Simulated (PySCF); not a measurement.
# Ways to converge the SCF of ClF4⁺

Aim: find out which solver settings change the answer for ClF4⁺.

The runs use PySCF 2.14.0; each script names its method and basis.

**1. Starting geometry**

ClF4⁺: 5 atoms, charge 1, spin multiplicity 1.

Bond lengths: Cl1–F2 1.716 Å, Cl1–F3 1.716 Å, Cl1–F4 1.675 Å, Cl1–F5 1.675 Å. Angles: F2–Cl1–F3 175.3°, F2–Cl1–F4 88.6°, F2–Cl1–F5 88.6°, F3–Cl1–F4 88.6°, F3–Cl1–F5 88.6°, F4–Cl1–F5 106.9°.

**2. The run that the others are compared with**

Contents of input.py:

```python
from pyscf import gto, scf, mp

mol = gto.M(
    atom='Cl 0 0 -0.3658; F 0 1.7144 -0.296; F 0 -1.7144 -0.296; F 1.3451 0 0.6317; F -1.3451 0 0.6317',
    basis='ano-rcc-vdzp',
    charge=1,
    spin=0,
    verbose=4,
)
mf = scf.RHF(mol)
mf = mf.sfx2c1e()
mf.kernel()
mp.MP2(mf, frozen=9).kernel()
mf.dip_moment()
print('orbital energies (hartree):', mf.mo_energy[..., max(0, mol.nelec[1]-3):mol.nelec[0]+3].round(4))
```

The run is started by

```sh
OMP_NUM_THREADS=1 python input.py
```

The log of this run is left out.

In short: E(SCF) = -858.283052 Eh, 13 cycles, E(MP2) − E(SCF) = -0.99808 Eh.

The dipole of an ion depends on the origin.

**3. Point-group symmetry on**

Variant 1 changes point-group symmetry: off → on.

Contents of input.py:

```python
from pyscf import gto, scf, mp

mol = gto.M(
    atom='Cl 0 0 -0.3658; F 0 1.7144 -0.296; F 0 -1.7144 -0.296; F 1.3451 0 0.6317; F -1.3451 0 0.6317',
    basis='ano-rcc-vdzp',
    charge=1,
    spin=0,
    symmetry=True,
    verbose=4,
)
mf = scf.RHF(mol)
mf = mf.sfx2c1e()
mf.kernel()
mp.MP2(mf, frozen=9).kernel()
mf.dip_moment()
print('orbital energies (hartree):', mf.mo_energy[..., max(0, mol.nelec[1]-3):mol.nelec[0]+3].round(4))
```

The run is started by

```sh
OMP_NUM_THREADS=1 python input.py
```

**4. Smearing width 0.005 hartree**

Variant 2 changes smearing width: none → 0.005 hartree; step after the SCF: mp2 → none.

input.py, as its differences from that of step 2:

```diff
@@ -1,2 +1,2 @@
-from pyscf import gto, scf, mp
+from pyscf import gto, scf
 
@@ -11,4 +11,4 @@
 mf = mf.sfx2c1e()
+mf = scf.addons.smearing_(mf, sigma=0.005, method='fermi')
 mf.kernel()
-mp.MP2(mf, frozen=9).kernel()
 mf.dip_moment()
```

What does the calculation give? Wanted: for each run, E(SCF); from base; gap; after the SCF.

As calculated:

```tsv
run	E(SCF) (hartree)	from base (eV)	cycles	gap (eV)	after the SCF
base	-858.283052	0	13	13.98	MP2 correlation -27.159 eV, core frozen
point-group symmetry on	-858.283052	0.0000	13	13.98	MP2 correlation -27.159 eV, core frozen
smearing width 0.005 hartree	-858.283052	0.0000	13	n/a	n/a
```

Distance from each run's final energy (log10 hartree) by cycle:

```tsv
run	cycle 1	cycle 2	cycle 3	cycle 5	cycle 8	cycle 12
base	-0.3	-0.5	-1.9	-3.3	-5.9	-9.6
point-group symmetry on	-0.3	-0.5	-1.9	-3.3	-5.9	-9.6
smearing width 0.005 hartree	-0.3	-0.5	-1.9	-3.3	-5.9	-9.6
```

With point-group symmetry on or smearing width 0.005 hartree the SCF ends at the base energy. With point-group symmetry on, smearing width 0.005 hartree the path hardly changes: 13 cycles against 13.
